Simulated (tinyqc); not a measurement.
Worked calculation (part 2 of 2): UHF in the sto-6g basis, for H2O+, spin multiplicity 2. Computed by tinyqc, a small Python program that keeps every step (integrals from PySCF). Command: `OMP_NUM_THREADS=1 python tinyqc.py 28040 28041 out.jsonl` (the two numbers bound the seeds that draw the settings). One thread of a shared host (Intel(R) Xeon(R) Processor @ 2.60GHz), about 0.2 s of CPU time with the checks.

Geometry (angstrom):

| atom | x | y | z |
|---|---|---|---|
| O | 0.000000 | 0.000000 | 0.000000 |
| H | 0.000000 | 0.812000 | 0.764000 |
| H | 0.000000 | -0.837000 | 0.788000 |

## Iteration 2: diagonalisation and new density

F(alpha) (hartree), lower triangle:
```
             1O 1s      1O 2s     1O 2px     1O 2py     1O 2pz      2H 1s      3H 1s
1O 1s   -20.929213
1O 2s    -5.076188  -2.798986
1O 2px    0.000000   0.000000  -0.906667
1O 2py   -0.000592  -0.004497   0.000000  -0.821097
1O 2pz   -0.021208  -0.143698   0.000000  -0.002600  -0.823563
2H 1s    -0.855064  -0.949555   0.000000  -0.420791  -0.443744  -0.746149
3H 1s    -0.789594  -0.896506   0.000000   0.405067  -0.428122  -0.353010  -0.715206
```

F(beta) (hartree), lower triangle:
```
             1O 1s      1O 2s     1O 2px     1O 2py     1O 2pz      2H 1s      3H 1s
1O 1s   -20.901569
1O 2s    -5.036154  -2.612998
1O 2px    0.000000   0.000000  -0.024284
1O 2py   -0.000617  -0.004504   0.000000  -0.761857
1O 2pz   -0.021925  -0.140514   0.000000  -0.002761  -0.766915
2H 1s    -0.847067  -0.907882   0.000000  -0.417504  -0.440222  -0.744491
3H 1s    -0.782147  -0.857696   0.000000   0.402336  -0.425089  -0.344470  -0.715451
```

X, lower triangle:
```
            1O 1s      1O 2s    1O 2px     1O 2py     1O 2pz      2H 1s     3H 1s
1O 1s    1.022221
1O 2s   -0.131398   1.141147
1O 2px   0.000000   0.000000  1.000000
1O 2py  -0.000366   0.004857  0.000000   1.057869
1O 2pz  -0.006981   0.071482  0.000000   0.002557   1.042483
2H 1s    0.016854  -0.214893  0.000000  -0.160153  -0.127288   1.126104
3H 1s    0.016010  -0.197700  0.000000   0.152104  -0.118829  -0.073558  1.112819
```

Diagonalise F' = X^T F X, C = X C', fill 5 alpha and 4 beta electrons from the bottom; D(s) = C_occ C_occ^T. Each column has its largest component positive (the first on a tie).

F' = X^T F X (alpha) (hartree), lower triangle:
```
            1          2          3          4          5          6          7
1  -20.602075
2   -2.505558  -1.796932
3    0.000000   0.000000  -0.906667
4   -0.000987   0.004551   0.000000  -0.664377
5   -0.032784   0.008435   0.000000   0.003331  -0.705733
6   -0.114806  -0.396158   0.000000  -0.341953  -0.295204  -0.351357
7   -0.099115  -0.368223   0.000000   0.328932  -0.280378  -0.085889  -0.358754
```

orbital energies (alpha) (hartree): MO1 -20.932625, MO2 -1.706220, MO3 -0.980657, MO4 -0.906667, MO5 -0.895009, MO6 -0.016588, MO7 0.051870

coefficients C (alpha):
```
              MO1        MO2        MO3       MO4        MO5        MO6        MO7
1O 1s    0.996610  -0.232053   0.005082  0.000000   0.084630   0.088594   0.025960
1O 2s    0.015185   0.918718  -0.027694  0.000000  -0.432973  -0.587621  -0.179101
1O 2px   0.000000   0.000000   0.000000  1.000000   0.000000   0.000000   0.000000
1O 2py   0.000109   0.004921   0.757310  0.000000  -0.025487   0.192242  -0.746158
1O 2pz   0.002344   0.156263   0.021494  0.000000   0.803535  -0.646963  -0.182049
2H 1s   -0.002900   0.106523   0.344780  0.000000   0.241496   0.505209   0.958149
3H 1s   -0.002680   0.098927  -0.330932  0.000000   0.260766   0.899664  -0.568921
```

F' = X^T F X (beta) (hartree), lower triangle:
```
            1          2          3          4          5          6          7
1  -20.580539
2   -2.489550  -1.601955
3    0.000000   0.000000  -0.024284
4   -0.001003   0.004773   0.000000  -0.600459
5   -0.033848   0.017827   0.000000   0.003266  -0.645569
6   -0.115046  -0.389993   0.000000  -0.346234  -0.298307  -0.360616
7   -0.099373  -0.362881   0.000000   0.333401  -0.283644  -0.084836  -0.368452
```

orbital energies (beta) (hartree): MO1 -20.904083, MO2 -1.552208, MO3 -0.946634, MO4 -0.839200, MO5 -0.024284, MO6 0.012188, MO7 0.072347

coefficients C (beta):
```
              MO1        MO2        MO3        MO4       MO5        MO6        MO7
1O 1s    0.997117  -0.221240   0.004835   0.099297  0.000000   0.093148   0.032276
1O 2s    0.012980   0.867559  -0.025864  -0.497312  0.000000  -0.602072  -0.215814
1O 2px   0.000000   0.000000   0.000000   0.000000  1.000000   0.000000   0.000000
1O 2py   0.000101   0.005934   0.729092  -0.016083  0.000000   0.238019  -0.761171
1O 2pz   0.002208   0.179974   0.012324   0.783028  0.000000  -0.654806  -0.218646
2H 1s   -0.002533   0.149637   0.369281   0.247591  0.000000   0.453552   0.967501
3H 1s   -0.002339   0.139243  -0.363324   0.261969  0.000000   0.914347  -0.514119
```

D(alpha) after iteration 2, lower triangle:
```
            1O 1s      1O 2s    1O 2px     1O 2py    1O 2pz      2H 1s     3H 1s
1O 1s    1.054267
1O 2s   -0.234841   1.032506
1O 2px   0.000000   0.000000  1.000000
1O 2py   0.000658  -0.005415  0.000000   0.574193
1O 2pz   0.034188  -0.204907  0.000000  -0.003433  0.670555
2H 1s   -0.005419  -0.016289  0.000000   0.255475  0.218100   0.188549
3H 1s   -0.005241  -0.012895  0.000000  -0.256778  0.217874  -0.040579  0.187309
```

D(beta) after iteration 2, lower triangle:
```
            1O 1s      1O 2s    1O 2px     1O 2py    1O 2pz      2H 1s     3H 1s
1O 1s    1.053072
1O 2s   -0.228503   1.000814
1O 2px   0.000000   0.000000  0.000000
1O 2py   0.000716  -0.005710  0.000000   0.531868
1O 2pz   0.040196  -0.233561  0.000000  -0.002540  0.645680
2H 1s   -0.009261  -0.002895  0.000000   0.266146  0.225347   0.220068
3H 1s   -0.008882  -0.000113  0.000000  -0.268283  0.225707  -0.048465  0.220026
```

## Iteration 25 (converged): orbitals

converged F(alpha) (hartree), lower triangle:
```
             1O 1s      1O 2s     1O 2px     1O 2py     1O 2pz      2H 1s      3H 1s
1O 1s   -21.245820
1O 2s    -5.139368  -2.956897
1O 2px    0.000000   0.000000  -1.071792
1O 2py   -0.000594  -0.004590   0.000000  -0.933582
1O 2pz   -0.022626  -0.124885   0.000000  -0.002215  -0.956176
2H 1s    -0.865204  -0.980406   0.000000  -0.446142  -0.461029  -0.761361
3H 1s    -0.798955  -0.924891   0.000000   0.429591  -0.444697  -0.352595  -0.723051
```

converged F(beta) (hartree), lower triangle:
```
             1O 1s      1O 2s     1O 2px     1O 2py     1O 2pz      2H 1s      3H 1s
1O 1s   -21.213233
1O 2s    -5.093584  -2.741361
1O 2px    0.000000   0.000000  -0.180195
1O 2py   -0.000578  -0.005121   0.000000  -0.809629
1O 2pz   -0.021985  -0.100611   0.000000  -0.006278  -0.854914
2H 1s    -0.856474  -0.942155   0.000000  -0.447847  -0.460371  -0.810281
3H 1s    -0.790857  -0.890322   0.000000   0.433350  -0.445669  -0.351145  -0.781790
```

As before.

F' = X^T F X (alpha) (hartree), lower triangle:
```
            1          2          3          4          5          6          7
1  -20.919013
2   -2.513082  -1.959760
3    0.000000   0.000000  -1.071792
4   -0.000945   0.004266   0.000000  -0.774364
5   -0.035983   0.025021   0.000000   0.003667  -0.838425
6   -0.116830  -0.398844   0.000000  -0.353561  -0.301150  -0.353633
7   -0.100898  -0.371510   0.000000   0.341078  -0.286758  -0.080648  -0.353834
```

orbital energies (alpha) (hartree): MO1 -21.248938, MO2 -1.841901, MO3 -1.075279, MO4 -1.071792, MO5 -1.023890, MO6 -0.039681, MO7 0.030662

coefficients C (alpha):
```
              MO1        MO2        MO3       MO4        MO5        MO6        MO7
1O 1s    0.996778  -0.237360   0.006775  0.000000   0.069784   0.087054   0.019744
1O 2s    0.014457   0.952747  -0.037016  0.000000  -0.364685  -0.589768  -0.140546
1O 2px   0.000000   0.000000   0.000000  1.000000   0.000000   0.000000   0.000000
1O 2py   0.000106   0.004867   0.785198  0.000000  -0.051571   0.138033  -0.727757
1O 2pz   0.002343   0.134731   0.046839  0.000000   0.834924  -0.621403  -0.136624
2H 1s   -0.002789   0.076294   0.321738  0.000000   0.209551   0.571582   0.939081
3H 1s   -0.002575   0.069784  -0.292067  0.000000   0.242454   0.877535  -0.633517
```

F' = X^T F X (beta) (hartree), lower triangle:
```
            1          2          3          4          5          6          7
1  -20.893276
2   -2.495895  -1.725666
3    0.000000   0.000000  -0.180195
4   -0.000827   0.003827   0.000000  -0.636577
5   -0.038891   0.064661   0.000000  -0.000594  -0.726500
6   -0.116887  -0.395354   0.000000  -0.366473  -0.310870  -0.417266
7   -0.100997  -0.368496   0.000000   0.355644  -0.297892  -0.077729  -0.425569
```

orbital energies (beta) (hartree): MO1 -21.215383, MO2 -1.655639, MO3 -1.021473, MO4 -0.960499, MO5 -0.180195, MO6 -0.016983, MO7 0.045122

coefficients C (beta):
```
              MO1        MO2        MO3        MO4       MO5        MO6        MO7
1O 1s    0.997353  -0.225839   0.008248   0.086059  0.000000   0.094274   0.026690
1O 2s    0.011936   0.894897  -0.043889  -0.447320  0.000000  -0.611799  -0.180497
1O 2px   0.000000   0.000000   0.000000   0.000000  1.000000   0.000000   0.000000
1O 2py   0.000094   0.006499   0.710495  -0.046272  0.000000   0.199914  -0.788004
1O 2pz   0.002084   0.132588   0.050222   0.786693  0.000000  -0.671375  -0.180336
2H 1s   -0.002327   0.134438   0.395528   0.240696  0.000000   0.509445   0.932655
3H 1s   -0.002145   0.125191  -0.368517   0.293013  0.000000   0.878512  -0.557901
```

D(alpha) after iteration 25, lower triangle:
```
            1O 1s      1O 2s    1O 2px     1O 2py    1O 2pz      2H 1s     3H 1s
1O 1s    1.054822
1O 2s   -0.237434   1.042302
1O 2px   0.000000   0.000000  1.000000
1O 2py   0.000672  -0.005619  0.000000   0.619219
1O 2pz   0.028938  -0.177819  0.000000  -0.005624  0.717449
2H 1s   -0.004086  -0.015681  0.000000   0.242192  0.200302   0.153256
3H 1s   -0.004190  -0.011159  0.000000  -0.241495  0.198146  -0.037831  0.148964
```

D(beta) after iteration 25, lower triangle:
```
            1O 1s      1O 2s    1O 2px     1O 2py    1O 2pz      2H 1s     3H 1s
1O 1s    1.053190
1O 2s   -0.229056   1.003004
1O 2px   0.000000   0.000000  0.000000
1O 2py   0.000504  -0.004668  0.000000   0.506987
1O 2pz   0.040251  -0.235430  0.000000   0.000143  0.638992
2H 1s   -0.008706  -0.004747  0.000000   0.270756  0.227038   0.232456
3H 1s   -0.008236  -0.002889  0.000000  -0.274574  0.228598  -0.058396  0.237339
```

## Convergence

Stop when the energy changes by less than 1e-08 hartree and every element of the error matrix X^T (F D S - S D F) X (for each spin) is below 3e-05.

Course of the cycle:

| iteration | E (hartree) | change | largest element of the error matrix |
|---|---|---|---|
| 1 | -70.87635826 | - | 4.53e-01 |
| 2 | -75.28666884 | -4.41e+00 | 1.15e-01 |
| 3 | -75.35571549 | -6.90e-02 | 1.89e-02 |
| 4 | -75.35732692 | -1.61e-03 | 7.54e-03 |
| 5 | -75.35756377 | -2.37e-04 | 3.52e-03 |
| 6 | -75.35768234 | -1.19e-04 | 2.84e-03 |
| 7 | -75.35775185 | -6.95e-05 | 2.09e-03 |
| 8 | -75.35779326 | -4.14e-05 | 1.60e-03 |
| 9 | -75.35781802 | -2.48e-05 | 1.22e-03 |
| 10 | -75.35783283 | -1.48e-05 | 9.43e-04 |
| 11 | -75.35784170 | -8.87e-06 | 7.28e-04 |
| 12 | -75.35784701 | -5.31e-06 | 5.64e-04 |
| 13 | -75.35785019 | -3.18e-06 | 4.37e-04 |
| 14 | -75.35785209 | -1.90e-06 | 3.39e-04 |
| 15 | -75.35785323 | -1.14e-06 | 2.63e-04 |
| 16 | -75.35785391 | -6.81e-07 | 2.04e-04 |
| 17 | -75.35785432 | -4.08e-07 | 1.59e-04 |
| 18 | -75.35785456 | -2.44e-07 | 1.23e-04 |
| 19 | -75.35785471 | -1.46e-07 | 9.56e-05 |
| 20 | -75.35785480 | -8.74e-08 | 7.42e-05 |
| 21 | -75.35785485 | -5.23e-08 | 5.76e-05 |
| 22 | -75.35785488 | -3.13e-08 | 4.47e-05 |
| 23 | -75.35785490 | -1.88e-08 | 3.47e-05 |
| 24 | -75.35785491 | -1.12e-08 | 2.69e-05 |
| 25 | -75.35785492 | -6.72e-09 | 2.09e-05 |

PySCF UHF in the same basis, after a stability check = -75.35785493 hartree

Converged in 25 iterations.

## Populations, bond orders and dipole

overlap S, lower triangle:
```
           1O 1s     1O 2s    1O 2px     1O 2py    1O 2pz     2H 1s     3H 1s
1O 1s   1.000000
1O 2s   0.231145  1.000000
1O 2px  0.000000  0.000000  1.000000
1O 2py  0.000000  0.000000  0.000000   1.000000
1O 2pz  0.000000  0.000000  0.000000   0.000000  1.000000
2H 1s   0.038555  0.379767  0.000000   0.243541  0.229145  1.000000
3H 1s   0.035587  0.360260  0.000000  -0.233824  0.220135  0.206445  1.000000
```

Mulliken: Z minus the diagonal of D S on the atom; Loewdin: the same with S^(1/2) D S^(1/2); Mayer order: 2 sum_s sum (D(s) S)_ij (D(s) S)_ji over the two atoms.

Charges (e):

| atom | Mulliken | Loewdin | Mulliken spin |
|---|---|---|---|
| 1O | 0.155986 | 0.282337 | 1.193415 |
| 2H | 0.419559 | 0.353477 | -0.092012 |
| 3H | 0.424456 | 0.364186 | -0.101403 |

Mayer bond orders:

| pair | order |
|---|---|
| 2-1 | 0.812980 |
| 3-1 | 0.807031 |
| 3-2 | 0.002524 |

dipole moment about the origin, x y z (debye): 0.000000  -0.070284  3.678808

<S^2> of the determinant (pure state: 0.75) = 0.766996
